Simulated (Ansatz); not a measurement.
`B[SiH2]N` → `BN[SiH3]`  (isomerisation)

Calculated with Ansatz (gas phase, PBE0-D4/def2-TZVP geometries, no zero-point term in ΔE). CBS: MP2 limit from def2 TZ/QZ plus the TZ coupled-cluster correction, frozen cores. Functionals use def2-TZVPP. One conformer a species, not always the lowest.

`B[SiH2]N`:

Cartesian coordinates in Å:
```
B 1.181 -1.056 -0.426
Si 0.098 0.602 -0.130
N -1.294 0.292 0.839
H 0.739 -2.157 -0.268
H 2.304 -0.975 -0.833
H -0.180 1.112 -1.519
H 0.876 1.685 0.536
H -1.900 1.048 1.117
H -1.823 -0.551 0.683
```

`BN[SiH3]`:

Cartesian coordinates in Å:
```
B -0.601 1.432 0.128
N 0.133 0.414 -0.489
Si 0.377 -1.206 0.112
H -1.132 1.210 1.178
H -0.686 2.504 -0.401
H 0.567 0.641 -1.374
H -0.151 -2.203 -0.856
H -0.335 -1.315 1.405
H 1.828 -1.477 0.296
```

```
             level  ΔE (eV)
           BLYP-D4    -1.74
       HF/def2-SVP    -1.84
     HF/def2-TZVPP    -1.73
SCS-MP2/def2-TZVPP    -1.79
```

(1) What does CCSD(T)/CBS give? (Best estimate.)

Largest T1 diagnostic among the species: 0.012.

Answers

(1) The calculation gave: -1.72 eV. The listed levels differ from it by -0.02, -0.12, -0.01, -0.07 eV.

Leaving LDA and LC-ωPBE aside and taking each functional with its dispersion term where it has one, the values, not all of them listed here, spread over 0.12 eV, from CAM-B3LYP-D4 to revPBE-D4. LDA lies −0.11 eV from PBE without D4. At CCSD(T), def2-SVP lies −0.23 eV from the extrapolated value and def2-TZVPP −0.03 eV.
